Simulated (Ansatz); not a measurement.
# CH4Si, SMILES C=[SiH2]: a composite energy at a relaxed geometry

Run with Ansatz's Python interface.

`ch4si.xyz`
```text
6

C    -0.73869   -0.54716   -0.26510
Si    0.61127    0.45176    0.21826
H    -1.40851   -0.99661    0.44813
H    -0.96292   -0.75816   -1.29674
H     0.95298    0.76597    1.60075
H     1.54587    1.08420   -0.70530
```

`composite_ch4si.py`:
```python
"""A composite energy for CH4Si: DFT geometry, MP2 basis limit, coupled-cluster correction."""

import itertools
import logging
import sys
import warnings

import ansatz as az
from ase.data import atomic_numbers, covalent_radii
import numpy as np

logging.basicConfig(stream=sys.stdout, format="%(name)s: %(message)s")
log = logging.getLogger("ansatz_job")
log.setLevel(logging.INFO)

warnings.simplefilter("ignore", az.DeckWarning)

geometry = az.Crystal.molecule_from_extxyz("ch4si.xyz")

base = geometry.calculation()
base = base.basis(gaussian="def2-SVP")
base = base.functional("r2SCAN", dispersion="d4")
symbols = [site.symbol for site in geometry.cartesian_sites]
start = np.array([site.position_ang for site in geometry.cartesian_sites], dtype=float)
data = base.relax(force_tolerance=0.01).run().report
end = np.array(data["positions_ang"])
# pairs closer than 1.2 times the sum of covalent radii, before or after
radius = [covalent_radii[atomic_numbers[s]] for s in symbols]
span = lambda where, i, j: np.linalg.norm(where[i] - where[j])
bonded = [(i, j) for i, j in itertools.combinations(range(len(symbols)), 2) if min(span(start, i, j), span(end, i, j)) < 1.2 * (radius[i] + radius[j])]
log.info("pair        before    after (A)")
for i, j in bonded:
    print(f"{symbols[i]}{i}-{symbols[j]}{j}".ljust(10), f"{span(start, i, j):8.4f} {span(end, i, j):8.4f}")

minimum = az.Crystal.molecule()
for symbol, place in zip(symbols, end):
    minimum = minimum.atom(symbol, place.tolist())
at_minimum = minimum.calculation()
# MP2 extrapolated to the basis limit, plus the small-basis difference CCSD(T) - MP2
level = lambda method, basis: at_minimum.basis(gaussian=basis).correlation(method).run().report
small, large, cluster = level("mp2", "cc-pVDZ"), level("mp2", "cc-pVTZ"), level("ccsd_t", "cc-pVDZ")
corr = lambda each: (each["free_energy_ev"] - each["reference_energy_ev"]) / 27.211386246
mp2_limit = (27 * corr(large) - 8 * corr(small)) / 19
pieces = {"HF / cc-pVTZ": large["reference_energy_ev"] / 27.211386246, "MP2 correlation, DZ-TZ limit": mp2_limit, "CCSD(T) - MP2 / cc-pVDZ": corr(cluster) - corr(small)}
for name, value in pieces.items():
    log.info(f"{name:32s} {value:14.6f} Ha")
log.info(f"{'sum':32s} {sum(pieces.values()):14.6f} Ha")
print("T1 diagnostic", round(cluster["correlation"]["coupled_cluster"]["t1_diagnostic"], 4))
```

```console
$ python composite_ch4si.py
ansatz_job: pair        before    after (A)
C0-Si1       1.7475   1.7117
C0-H2        1.0767   1.0947
C0-H3        1.0766   1.0947
Si1-H4       1.4583   1.4850
Si1-H5       1.4582   1.4850
ansatz_job: HF / cc-pVTZ                        -329.085745 Ha
ansatz_job: MP2 correlation, DZ-TZ limit          -0.318587 Ha
ansatz_job: CCSD(T) - MP2 / cc-pVDZ               -0.044192 Ha
ansatz_job: sum                                 -329.448525 Ha
T1 diagnostic 0.0145
```

Reading the output:
- Total energies depend on the basis set; only differences at equal settings carry meaning.
- The sum leaves out core correlation, relativity, the Hartree-Fock basis error and zero-point energy; a DZ-TZ extrapolation is rough.
- Inner cores stay frozen, so this is valence correlation.
- For Al to Cl the sets with a tight d function, cc-pV(X+d)Z, are usual.
- An extrapolation from small basis sets is rough.
- Finished in 9.9 s on 1 thread of Arm Neoverse V2, with other jobs on the host, peak memory 0.22 GiB.
